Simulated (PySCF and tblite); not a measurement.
The numbers below are computed, except where a source is named.
# Dynamics report: rotation

System: C4H9NS, numbered as in [CH3:1][CH2:2][N:3]([CH3:4])[CH:5]=[S:6].

Motion: rotation about the C2–N3 bond (torsion C1–C2–N3–C4 from -87° to 87°, rising). The path came from a restrained scan, a climbing-image band and a saddle search at GFN2-xTB; energies are B3LYP/pcSseg-1 + D3(BJ)//GFN2-xTB, thermal terms GFN2-xTB. Rates follow Eyring's equation with the number of equivalent paths and no tunnelling. Run with tblite and PySCF.

```tsv
point	symmetry	E(GFN2) kcal/mol	E(DFT) kcal/mol	ZPE change kcal/mol	lowest mode cm⁻¹	dipole D
start	C1	0.0	0.0	0.00	56	4.83
saddle	Cs	2.4	3.2	0.04	82i	5.04
end	C1	0.0	0.0	0.00	58	4.83
```

| Property | Result |
| --- | --- |
| Electronic barrier | 3.2 kcal/mol |
| Barrier with zero-point energy | 3.2 kcal/mol |
| ΔH‡ (298 K) | 2.6 kcal/mol |
| ΔS‡ (298 K, symmetry apart) | -4.0 cal/(mol K) |
| Paths | 1 equivalent path |
| End point | the same structure with atoms interchanged, or its mirror image |
| Mean lifetime of the start against this motion at 298 K | 100 ps |
| Cost | 54 s on 1 thread of Intel Xeon Platinum 8175M @ 2.50GHz (shared host) (rough), peak memory 0.82 GiB, launched as `OMP_NUM_THREADS=1 python ens_run.py task.json out` |

```json
{"T/K": "150", "ΔG‡ kcal/mol": "3.4", "k s⁻¹": "3.3×10⁷"}
{"T/K": "200", "ΔG‡ kcal/mol": "3.5", "k s⁻¹": "5.7×10⁸"}
{"T/K": "250", "ΔG‡ kcal/mol": "3.7", "k s⁻¹": "3.2×10⁹"}
{"T/K": "298", "ΔG‡ kcal/mol": "3.8", "k s⁻¹": "1×10¹⁰"}
{"T/K": "350", "ΔG‡ kcal/mol": "4.0", "k s⁻¹": "2.4×10¹⁰"}
{"T/K": "400", "ΔG‡ kcal/mol": "4.1", "k s⁻¹": "4.6×10¹⁰"}
{"T/K": "500", "ΔG‡ kcal/mol": "4.5", "k s⁻¹": "1.2×10¹¹"}
```

ΔG and ΔG‡ leave out symmetry numbers and mirror images; rates count paths: 1 out.
